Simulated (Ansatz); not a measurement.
**A ladder of methods for SiH3F (SMILES F[SiH3])**

The species is SiH3F (5 atoms), meant as a singlet with charge 0. SMILES: `F[SiH3]`. The shape was relaxed beforehand at PBE0/def2-SVP.

```jsonl
{"atom": "F", "x (Å)": "-1.2947", "y (Å)": "0.1656", "z (Å)": "0.8716"}
{"atom": "Si", "x (Å)": "0.0435", "y (Å)": "-0.0194", "z (Å)": "-0.0309"}
{"atom": "H", "x (Å)": "-0.3641", "y (Å)": "-0.1939", "z (Å)": "-1.4524"}
{"atom": "H", "x (Å)": "0.7765", "y (Å)": "-1.2230", "z (Å)": "0.4498"}
{"atom": "H", "x (Å)": "0.8888", "y (Å)": "1.1971", "z (Å)": "0.1204"}
```

Each level gives the dissociation energy of the H3–Si2 bond into doublet H and doublet SiH2F (shapes relaxed at PBE0/def2-SVP, no zero-point term) (eV). The values are calculated.

| level | kind | program | value (eV) | less CCSD(T)/def2-TZVPP | CPU time (all runs) |
| --- | --- | --- | --- | --- | --- |
| HF/def2-TZVPP | Hartree–Fock | Ansatz | 3.42 | -0.84 | 0.98 s |
| SVWN5/def2-TZVPP | LDA | Ansatz | 4.40 | +0.14 | 1.3 s |
| BLYP/def2-TZVPP | GGA | Ansatz | 4.10 | -0.16 | 2.3 s |
| r2SCAN/def2-TZVPP | meta-GGA | Ansatz | 4.08 | -0.18 | 5.2 s |
| B3LYP/def2-TZVPP | global hybrid | Ansatz | 4.20 | -0.06 | 2.6 s |
| CAM-B3LYP/def2-TZVPP | range-separated hybrid | Ansatz | 4.24 | -0.02 | 3.1 s |
| B2PLYP/def2-TZVPP | double hybrid | Ansatz | 4.21 | -0.05 | 4 s |
| CCSD(T)/def2-TZVPP | coupled cluster or CI | Ansatz | 4.26 | 0.00 | 9.8 s |

CCSD(T)/def2-TZVPP is the highest level here, not the true value. The values span 3.42 to 4.40 eV. Hartree–Fock misses the correlation of the electron pair that is broken and comes out low. Measured bond enthalpies also hold zero-point and thermal terms, a few tenths of an eV less. Times are those of the runs behind each value, whatever else they computed, on shared processors of several kinds: orders of magnitude only.
